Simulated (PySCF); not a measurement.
# HF⁺ (quartet) with other numerical set-ups

Aim: see how much the energy and properties of HF⁺ (quartet) depend on the numerical set-up.

The runs use PySCF 2.14.0; method and basis as typed in the scripts.

3 further runs of the same task are left out: 3 that didn't finish.

## 1. The system as given

HF⁺ (quartet): 2 atoms, charge 1, spin multiplicity 4.

Bond lengths: H1–F2 1.035 Å.

## 2. The base run

input.py

```python
from pyscf import gto, dft

mol = gto.M(
    atom='H 0 0 0; F 0 0 1.035',
    basis='minao',
    charge=1,
    spin=3,
    verbose=3,
)
mf = dft.ROKS(mol, xc='pw91')
mf = mf.density_fit(auxbasis='def2-universal-jkfit')
mf.kernel()
mf.analyze()
print('orbital energies (hartree):', mf.mo_energy[..., max(0, mol.nelec[1]-3):mol.nelec[0]+3].round(4))
```

The run is started by

```
$ OMP_NUM_THREADS=1 python input.py
```

Its log is not repeated here.

Base result: E(SCF) = -99.233400 Eh.

The bond length is a typed value, not an optimised one. The dipole of an ion depends on the origin. The quartet is typed in the script; nothing here shows that it is the ground state.

## 3. Integration grid (50, 194)

Edit 1 changes integration grid: default → (50, 194).

Edit input.py of step 2 so:

```diff
@@ -11,2 +11,3 @@
 mf = mf.density_fit(auxbasis='def2-universal-jkfit')
+mf.grids.atom_grid = (50, 194)
 mf.kernel()
```

The run is started by

```
$ OMP_NUM_THREADS=1 python input.py
```

The log of the run:

```text
converged SCF energy = -99.233399595358
**** MO energy ****
                Roothaan           | alpha              | beta
MO #1   energy= -25.571617066522   | -25.601372046886   | -25.5418620861641  occ= 2
MO #2   energy= -1.96691273090116  | -2.04516561919536  | -1.88865984156682  occ= 2
MO #3   energy= -1.27746775347735  | -1.31450053252462  | -1.24043497120519  occ= 2
MO #4   energy= -1.24165706050008  | -1.33630032425384  | -1.14701379674631  occ= 1
MO #5   energy= -1.24165706050008  | -1.33630032425384  | -1.14701379674631  occ= 1
MO #6   energy= -0.414406124722069 | -0.505903709639652 | -0.322908544063662 occ= 1
 ** Mulliken atomic charges  **
charge of    0H =     -0.08711
charge of    1F =      1.08711

WARN: System has nonzero charge 1; the dipole moment is origin-dependent.
Location of origin: [0. 0. 0.]

Dipole moment(X, Y, Z, Debye):  0.00000, -0.00000,  5.32276
orbital energies (hartree): [-25.5716  -1.9669  -1.2775  -1.2417  -1.2417  -0.4144]
```

Wall time 1.1 s (1 thread of Intel Xeon 6975P-C, shared host).

This run: E(SCF) = -99.233400 Eh (no change).

## 4. Cc-pvtz-dk (X2C on)

Edit 2 changes basis set: minao → cc-pvtz-dk; spin-free X2C: off → on.

Edit input.py of step 2 so:

```diff
@@ -4,3 +4,3 @@
     atom='H 0 0 0; F 0 0 1.035',
-    basis='minao',
+    basis='cc-pvtz-dk',
     charge=1,
@@ -10,2 +10,3 @@
 mf = dft.ROKS(mol, xc='pw91')
+mf = mf.sfx2c1e()
 mf = mf.density_fit(auxbasis='def2-universal-jkfit')
```

The run is started by

```
$ OMP_NUM_THREADS=1 python input.py
```

The log of the run:

```text
converged SCF energy = -99.4543755666756
**** MO energy ****
                Roothaan           | alpha              | beta
MO #1   energy= -25.2269007801969  | -25.2625984669205  | -25.1912030935354  occ= 2
MO #2   energy= -1.8368394689897   | -1.92057804906226  | -1.7531008934208   occ= 2
MO #3   energy= -1.1671421795206   | -1.20838656451233  | -1.1258978048008   occ= 2
MO #4   energy= -1.11733345408444  | -1.22822033136271  | -1.0064465980479   occ= 1
MO #5   energy= -1.11733345407348  | -1.22822033135187  | -1.00644659803682  occ= 1
MO #6   energy= -0.376777763013804 | -0.452393011007513 | -0.301162297807415 occ= 1
MO #7   energy= -0.029873287190334 | -0.0808408399324612 | 0.0210940992418911 occ= 0
MO #8   energy= 0.117512315540211  | 0.0763515530291322 | 0.158673093008926  occ= 0
MO #9   energy= 0.117512315554022  | 0.0763515530432679 | 0.158673093022409  occ= 0
MO #10  energy= 0.130756312455958  | 0.115197948044994  | 0.146314672315554  occ= 0
MO #11  energy= 0.323490308614852  | 0.281687098314777  | 0.365293514710128  occ= 0
MO #12  energy= 0.323490308623648  | 0.281687098324123  | 0.365293514718387  occ= 0
MO #13  energy= 0.582979572273004  | 0.527140445923146  | 0.638818695341632  occ= 0
MO #14  energy= 0.810750514667365  | 0.75912332625789   | 0.862377704296372  occ= 0
MO #15  energy= 1.18668156480444   | 1.1126632124246    | 1.26069991718428   occ= 0
MO #16  energy= 1.18668199884759   | 1.11266424283728   | 1.26069975485788   occ= 0
MO #17  energy= 1.45744486977626   | 1.41092747815335   | 1.5039622613828    occ= 0
MO #18  energy= 1.45744486978301   | 1.41092747815995   | 1.5039622613897    occ= 0
MO #19  energy= 1.70983089058491   | 1.66070953293735   | 1.75895224292587   occ= 0
MO #20  energy= 2.09707846418531   | 2.02596731735132   | 2.16818959040311   occ= 0
MO #21  energy= 2.76201180722716   | 2.68997693127336   | 2.83404668318095   occ= 0
MO #22  energy= 2.76201286755142   | 2.6899783271656    | 2.83404740793724   occ= 0
MO #23  energy= 2.99944263357461   | 2.93552292430787   | 3.06336234755613   occ= 0
MO #24  energy= 2.9994426335908    | 2.93552292432438   | 3.06336234757201   occ= 0
MO #25  energy= 3.22469775772402   | 3.16416951870774   | 3.285225990048     occ= 0
MO #26  energy= 3.33700471264833   | 3.24547444576243   | 3.42853498223274   occ= 0
MO #27  energy= 3.33700471265258   | 3.24547444576674   | 3.42853498223692   occ= 0
MO #28  energy= 3.76235176968083   | 3.6808419980866    | 3.84386154137612   occ= 0
MO #29  energy= 3.88742538594979   | 3.79475303777535   | 3.98009773433174   occ= 0
MO #30  energy= 3.88742538596325   | 3.79475303778854   | 3.98009773434548   occ= 0
MO #31  energy= 5.05559508161193   | 4.99995384777467   | 5.11123631521552   occ= 0
MO #32  energy= 5.95198839735778   | 5.84094805038098   | 6.06302874433456   occ= 0
MO #33  energy= 5.95198839738716   | 5.84094805041037   | 6.06302874436395   occ= 0
MO #34  energy= 6.07070618378175   | 6.00008317741223   | 6.14132919015127   occ= 0
MO #35  energy= 6.07071040114194   | 6.00008241596662   | 6.14133838631725   occ= 0
MO #36  energy= 6.66848813001596   | 6.60366624877598   | 6.73331001046324   occ= 0
MO #37  energy= 6.66848813003596   | 6.60366624879593   | 6.73331001048326   occ= 0
MO #38  energy= 6.90181709243479   | 6.84980932647692   | 6.95382486019479   occ= 0
MO #39  energy= 7.28151159488098   | 7.13710998350155   | 7.42591320626041   occ= 0
MO #40  energy= 7.28153795413396   | 7.13711557875047   | 7.42596032951746   occ= 0
MO #41  energy= 7.70551009400033   | 7.63413684041005   | 7.7768833512678    occ= 0
MO #42  energy= 7.7055100940134    | 7.63413684042328   | 7.77688335128069   occ= 0
MO #43  energy= 8.1249587853494    | 8.05604801709015   | 8.19386955323671   occ= 0
MO #44  energy= 9.79084373728484   | 9.71614965668038   | 9.86553781975467   occ= 0
 ** Mulliken atomic charges  **
charge of    0H =     -0.12874
charge of    1F =      1.12874
Dipole moment(X, Y, Z, Debye):  0.00000,  0.00000,  6.12874
orbital energies (hartree): [-25.2269  -1.8368  -1.1671  -1.1173  -1.1173  -0.3768  -0.0299   0.1175
   0.1175]
```

It took 1.7 s on 1 thread of Intel Xeon 6975P-C, shared host; peak memory 0.14 GiB.

This run: E(SCF) = -99.454376 Eh.

## 5. Def2-tzvp

Edit 3 changes basis set: minao → def2-tzvp.

Edit input.py of step 2 so:

```diff
@@ -4,3 +4,3 @@
     atom='H 0 0 0; F 0 0 1.035',
-    basis='minao',
+    basis='def2-tzvp',
     charge=1,
```

The run is started by

```
$ OMP_NUM_THREADS=1 python input.py
```

The log of the run:

```text
converged SCF energy = -99.3698206173008
**** MO energy ****
                Roothaan           | alpha              | beta
MO #1   energy= -25.199531124395   | -25.2352786565581  | -25.1637835922323  occ= 2
MO #2   energy= -1.83191735751097  | -1.9156659060208   | -1.74816880900003  occ= 2
MO #3   energy= -1.16722762241001  | -1.20845232842674  | -1.12600291682118  occ= 2
MO #4   energy= -1.11759717734097  | -1.22870591374249  | -1.00648843842962  occ= 1
MO #5   energy= -1.11759717734093  | -1.22870591374249  | -1.00648843842962  occ= 1
MO #6   energy= -0.378481219151105 | -0.451827204844087 | -0.30513519351893  occ= 1
MO #7   energy= -0.0559210029763832 | -0.0924063899468754 | -0.0194356584901698 occ= 0
MO #8   energy= 0.0144017789128994 | -0.0165325263916629 | 0.0453360821730979 occ= 0
MO #9   energy= 0.0144017789129336 | -0.0165325263916624 | 0.0453360821730989 occ= 0
MO #10  energy= 0.0450751054671236 | 0.0178603388801903 | 0.0722898792655991 occ= 0
MO #11  energy= 0.248514386278131  | 0.211478295815972  | 0.285550476828892  occ= 0
MO #12  energy= 0.825140775489363  | 0.771812321219795  | 0.878469229826803  occ= 0
MO #13  energy= 0.825140775489454  | 0.771812321219795  | 0.878469229826802  occ= 0
MO #14  energy= 1.20409736894156   | 1.12900411077532   | 1.27919062710778   occ= 0
MO #15  energy= 1.20409751548163   | 1.12900399638514   | 1.27919103457803   occ= 0
MO #16  energy= 1.27018643850577   | 1.21305117075538   | 1.3273217062192    occ= 0
MO #17  energy= 1.701918818212     | 1.63856194558377   | 1.76527569057553   occ= 0
MO #18  energy= 1.70191881821211   | 1.63856194558377   | 1.76527569057552   occ= 0
MO #19  energy= 1.87949623939428   | 1.7996299613291    | 1.95936251416598   occ= 0
MO #20  energy= 2.07747021364018   | 2.03146457785237   | 2.12347584884897   occ= 0
MO #21  energy= 2.32077455729213   | 2.23207631944783   | 2.40947279467637   occ= 0
MO #22  energy= 2.32077455729215   | 2.23207631944783   | 2.40947279467637   occ= 0
MO #23  energy= 2.65995090108844   | 2.59949271606399   | 2.72040908563324   occ= 0
MO #24  energy= 3.51910970613034   | 3.44739689679443   | 3.59082251549562   occ= 0
MO #25  energy= 5.9474012109305    | 5.87931959961233   | 6.0154828222486    occ= 0
MO #26  energy= 5.94740529533014   | 5.87931988047605   | 6.01549071018415   occ= 0
MO #27  energy= 5.95422631067884   | 5.84312678067183   | 6.06532584068596   occ= 0
MO #28  energy= 5.95422631067888   | 5.84312678067183   | 6.06532584068595   occ= 0
MO #29  energy= 6.09343775170369   | 6.03567280739188   | 6.15120269614746   occ= 0
MO #30  energy= 6.09343775170376   | 6.03567280739188   | 6.15120269614746   occ= 0
MO #31  energy= 6.35113611807631   | 6.29401737412296   | 6.40825486220726   occ= 0
MO #32  energy= 7.25648882780905   | 7.1107898160037    | 7.40218783961448   occ= 0
MO #33  energy= 7.25651262650224   | 7.11079595254382   | 7.40222930046056   occ= 0
MO #34  energy= 7.40091368056588   | 7.32546416201753   | 7.47636319917435   occ= 0
MO #35  energy= 7.40091368056597   | 7.32546416201753   | 7.47636319917434   occ= 0
MO #36  energy= 7.98719905895343   | 7.92033446998717   | 8.05406364777469   occ= 0
MO #37  energy= 55.1397419254807   | 55.0950245037146   | 55.1844593472449   occ= 0
 ** Mulliken atomic charges  **
charge of    0H =     -0.12724
charge of    1F =      1.12724

WARN: System has nonzero charge 1; the dipole moment is origin-dependent.
Location of origin: [0. 0. 0.]

Dipole moment(X, Y, Z, Debye): -0.00000,  0.00000,  6.12943
orbital energies (hartree): [-2.51995e+01 -1.83190e+00 -1.16720e+00 -1.11760e+00 -1.11760e+00
 -3.78500e-01 -5.59000e-02  1.44000e-02  1.44000e-02]
```

Wall time 1.9 s (1 thread of Intel Xeon 6975P-C, shared host).

Outcome: E(SCF) = -99.369821 Eh (-3.7122 eV from the base).

## 6. X2c-tzvpall (X2C on)

Edit 4 changes basis set: minao → x2c-tzvpall; spin-free X2C: off → on.

Edit input.py of step 2 so:

```diff
@@ -4,3 +4,3 @@
     atom='H 0 0 0; F 0 0 1.035',
-    basis='minao',
+    basis='x2c-tzvpall',
     charge=1,
@@ -10,2 +10,3 @@
 mf = dft.ROKS(mol, xc='pw91')
+mf = mf.sfx2c1e()
 mf = mf.density_fit(auxbasis='def2-universal-jkfit')
```

The run is started by

```
$ OMP_NUM_THREADS=1 python input.py
```

The log of the run:

```text
converged SCF energy = -99.459731734287
**** MO energy ****
                Roothaan           | alpha              | beta
MO #1   energy= -25.2204178739442  | -25.2561553447757  | -25.1846804031134  occ= 2
MO #2   energy= -1.83478181856756  | -1.91861532101142  | -1.75094831618696  occ= 2
MO #3   energy= -1.16677723621729  | -1.20802152410509  | -1.12553294865126  occ= 2
MO #4   energy= -1.1170867071226   | -1.22819271176534  | -1.00598070019669  occ= 1
MO #5   energy= -1.11708670709931  | -1.22819271174168  | -1.00598070017381  occ= 1
MO #6   energy= -0.378785595609592 | -0.452096004069258 | -0.305475148462987 occ= 1
MO #7   energy= -0.0558442311051266 | -0.0923808612251298 | -0.0193076423621272 occ= 0
MO #8   energy= 0.0143877583627259 | -0.0165233463220932 | 0.0452988612020685 occ= 0
MO #9   energy= 0.0143877583781063 | -0.0165233463070892 | 0.0452988612179007 occ= 0
MO #10  energy= 0.0450999171401062 | 0.0179191376093149 | 0.0722807039767631 occ= 0
MO #11  energy= 0.248881270365672  | 0.211819108229458  | 0.285943432585618  occ= 0
MO #12  energy= 0.82526980536912   | 0.771913233079317  | 0.878626377724962  occ= 0
MO #13  energy= 0.825269805387569  | 0.771913233097756  | 0.878626377743542  occ= 0
MO #14  energy= 1.20447702103706   | 1.1293680799433    | 1.27958596213089   occ= 0
MO #15  energy= 1.20447717110353   | 1.12936796515926   | 1.27958637704773   occ= 0
MO #16  energy= 1.27017040494207   | 1.21302681695334   | 1.32731399289067   occ= 0
MO #17  energy= 1.70200387946664   | 1.63864347779397   | 1.76536428087568   occ= 0
MO #18  energy= 1.70200387947656   | 1.63864347780402   | 1.76536428088563   occ= 0
MO #19  energy= 1.87917924995598   | 1.79932520509834   | 1.95903329153756   occ= 0
MO #20  energy= 2.07686801556184   | 2.03085543708409   | 2.12288059344952   occ= 0
MO #21  energy= 2.32003893684064   | 2.2313158456591    | 2.40876202761393   occ= 0
MO #22  energy= 2.320038936855     | 2.23131584567357   | 2.40876202762813   occ= 0
MO #23  energy= 2.67405082919642   | 2.61359991961827   | 2.73450173830949   occ= 0
MO #24  energy= 3.52667068389994   | 3.45468768234898   | 3.59865368547601   occ= 0
MO #25  energy= 5.94630890651824   | 5.87820854550521   | 6.01440926753125   occ= 0
MO #26  energy= 5.94631301290452   | 5.8782088288039    | 6.01441719700508   occ= 0
MO #27  energy= 5.95314336197344   | 5.84203710031661   | 6.06424962363038   occ= 0
MO #28  energy= 5.95314336200707   | 5.84203710035019   | 6.06424962366395   occ= 0
MO #29  energy= 6.09223663749199   | 6.03446375272698   | 6.15000952236841   occ= 0
MO #30  energy= 6.09223663750075   | 6.03446375273585   | 6.15000952237701   occ= 0
MO #31  energy= 6.34940377845101   | 6.29228740999537   | 6.40652014708197   occ= 0
MO #32  energy= 7.25365129257883   | 7.10803182219552   | 7.39927076296214   occ= 0
MO #33  energy= 7.25367516744092   | 7.10803795618707   | 7.39931237869472   occ= 0
MO #34  energy= 7.39804163902403   | 7.32260640997443   | 7.47347686813052   occ= 0
MO #35  energy= 7.39804163905031   | 7.32260641000074   | 7.47347686815658   occ= 0
MO #36  energy= 7.98342446535578   | 7.91658979799949   | 8.05025913257026   occ= 0
MO #37  energy= 55.1520150975889   | 55.1074042229511   | 55.196625972225    occ= 0
 ** Mulliken atomic charges  **
charge of    0H =     -0.12706
charge of    1F =      1.12706
Dipole moment(X, Y, Z, Debye): -0.00000, -0.00000,  6.12723
orbital energies (hartree): [-2.52204e+01 -1.83480e+00 -1.16680e+00 -1.11710e+00 -1.11710e+00
 -3.78800e-01 -5.58000e-02  1.44000e-02  1.44000e-02]
```

It took 1.7 s on 1 thread of Intel Xeon 6975P-C, shared host; peak memory 0.16 GiB.

Outcome: E(SCF) = -99.459732 Eh.

## 7. Cartesian functions on

Edit 5 changes Cartesian functions: off → on.

Edit input.py of step 2 so:

```diff
@@ -7,2 +7,3 @@
     spin=3,
+    cart=True,
     verbose=3,
```

The run is started by

```
$ OMP_NUM_THREADS=1 python input.py
```

The log of the run:

```text
converged SCF energy = -99.2333832939294
**** MO energy ****
                Roothaan           | alpha              | beta
MO #1   energy= -25.5716203164429  | -25.6013731917652  | -25.5418674411264  occ= 2
MO #2   energy= -1.96691175487012  | -2.04516502686164  | -1.88865848183918  occ= 2
MO #3   energy= -1.27746284273374  | -1.31449787647458  | -1.24042780576886  occ= 2
MO #4   energy= -1.24165770426362  | -1.33629843514793  | -1.14701697337931  occ= 1
MO #5   energy= -1.24165770426362  | -1.33629843514792  | -1.14701697337931  occ= 1
MO #6   energy= -0.414389820857131 | -0.505887624225196 | -0.322892021746692 occ= 1
 ** Mulliken atomic charges  **
charge of    0H =     -0.08711
charge of    1F =      1.08711

WARN: System has nonzero charge 1; the dipole moment is origin-dependent.
Location of origin: [0. 0. 0.]

Dipole moment(X, Y, Z, Debye):  0.00000,  0.00000,  5.32277
orbital energies (hartree): [-25.5716  -1.9669  -1.2775  -1.2417  -1.2417  -0.4144]
```

Wall time 1.6 s (1 thread of Intel Xeon 6975P-C, shared host).

Result: E(SCF) = -99.233383 Eh (+0.0004 eV from the base).

## 8. Spin-free X2C on

Edit 6 changes spin-free X2C: off → on.

Edit input.py of step 2 so:

```diff
@@ -10,2 +10,3 @@
 mf = dft.ROKS(mol, xc='pw91')
+mf = mf.sfx2c1e()
 mf = mf.density_fit(auxbasis='def2-universal-jkfit')
```

The run is started by

```
$ OMP_NUM_THREADS=1 python input.py
```

The log of the run:

```text
converged SCF energy = -99.3141114908812
**** MO energy ****
                Roothaan           | alpha              | beta
MO #1   energy= -25.6048119606526  | -25.6345334254891  | -25.5750904958219  occ= 2
MO #2   energy= -1.97090548097342  | -2.04916207495648  | -1.89264888598459  occ= 2
MO #3   energy= -1.27833814713196  | -1.3153600459249   | -1.24131624510796  occ= 2
MO #4   energy= -1.24252465876644  | -1.33714677344813  | -1.14790254408475  occ= 1
MO #5   energy= -1.24252465876344  | -1.33714677344513  | -1.14790254408175  occ= 1
MO #6   energy= -0.414902295760144 | -0.506465860792332 | -0.323338734959112 occ= 1
 ** Mulliken atomic charges  **
charge of    0H =     -0.08665
charge of    1F =      1.08665
Dipole moment(X, Y, Z, Debye): -0.00000,  0.00000,  5.32141
orbital energies (hartree): [-25.6048  -1.9709  -1.2783  -1.2425  -1.2425  -0.4149]
```

Run time: 1.4 s. Hardware: 1 thread of Intel Xeon 6975P-C, shared host.

Result: E(SCF) = -99.314111 Eh (-2.1963 eV from the base).

## 9. All runs together

```
                       run  E(SCF) (hartree)  from base (eV)  functions
                      base        -99.233400               0          6
integration grid (50, 194)        -99.233400          0.0000          6
       cc-pvtz-dk (X2C on)        -99.454376  not comparable         44
                 def2-tzvp        -99.369821         -3.7122         37
      x2c-tzvpall (X2C on)        -99.459732  not comparable         37
    Cartesian functions on        -99.233383         +0.0004        n/a
          spin-free X2C on        -99.314111         -2.1963          6
```

Wall time on 1 thread of Intel Xeon 6975P-C, shared host, start-up included: base 1.3 s; integration grid (50, 194) 1.1 s; cc-pvtz-dk (X2C on) 1.7 s; def2-tzvp 1.9 s; x2c-tzvpall (X2C on) 1.7 s; Cartesian functions on 1.6 s; spin-free X2C on 1.4 s.

What this shows: No change of the SCF energy comes from integration grid (50, 194). The largest comparable shift of the SCF energy, -3.712 eV, comes with the run “def2-tzvp”. def2-tzvp (37 functions) gives an energy 3.71 eV lower than minao (6). Scalar relativity lowers the total energy by 2.20 eV, nearly all of it in the inner shells; a basis contracted without relativity catches only part of it.
